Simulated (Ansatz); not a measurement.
How far each method lies from UCCSDT(Q) for GaH$_{4}$⁺, quintet

Geometry: that of the GaH4⁺, triplet, kept fixed. The triplet lies 7.4 eV lower here.

```xyz
5

Ga    0.0000    0.0000    0.0000
H     0.6525    0.6641    1.3539
H    -0.6625   -0.6541    1.3539
H    -0.6541    0.6525   -1.3587
H     0.6641   -0.6625   -1.3490
```

Basis cc-pVTZ; Ansatz 0.2.0. Only valence electrons are correlated (noble-gas cores and the filled d shells of p-block atoms frozen), which leaves 6 electrons in 85 orbitals. Prefix R: restricted or restricted open-shell reference; prefix U: unrestricted. Active spaces: valence = (6e, 8o) chosen from the atoms' valence shells. No spin–orbit coupling is included, and no scalar relativity.

Full CI isn't at hand for all of this; UCCSDT(Q) serves as the reference, and is uncertain by about the last step of the cluster series. The frozen core follows each run's orbitals, which can shift R against U totals by a few meV for light atoms and by up to 0.1 eV past Ca.

Coupled cluster chose its determinant by trial CCSD, here up to 0.05 eV above the lowest Hartree–Fock solution of its kind, and MP2 stands on that determinant too.

```
UHF ⟨S²⟩                            : 6.046
⟨S²⟩ of the determinant under UCCSD : 6.013
T1 diagnostic (RCCSD)               : 0.0323
largest doubles amplitude (RCCSD)   : 0.106
T1 diagnostic (UCCSD)               : 0.0268
```

Problem. From what is known of these methods and the diagnostics, rank them by the size of their error in total energy against UCCSDT(Q) in cc-pVTZ, smallest first (an estimate: the text doesn't fix the numbers).
A. UCCSD
B. UCCSD(T)
C. UMP2
D. UCCSDT

Solution. D (0.08 kcal/mol), B (0.65 kcal/mol), A (2.71 kcal/mol), C (16.63 kcal/mol).

All errors are against UCCSDT(Q) in cc-pVTZ. Within each family the higher level lies nearer, as is usual though not guaranteed.

Natural occupations of CASSCF (valence space) about the gap: 1.898 1.022 1.012 1.012 0.948 0.046 0.046 0.014; effectively unpaired electrons, Σ n²(2−n)², 4.05.
